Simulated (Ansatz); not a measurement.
Dielectric constant ε0 (ions relaxed) of antifluorite Mg₂Si at several levels of theory

No measured value is used here.

```csv
level (code),value,cell (Å³/atom)
LDA (Ansatz),22.8,20.44
PBE (Ansatz),23.4,21.49
PBEsol (Ansatz),23.0,21.10
```

Each level is taken at its own relaxed cell. K meshes differ between the levels. Ansatz's density-functional and Hartree–Fock values are scalar-relativistic unless marked +SOC, with PAW data made under PBE.

Ansatz is a program for electronic structure.
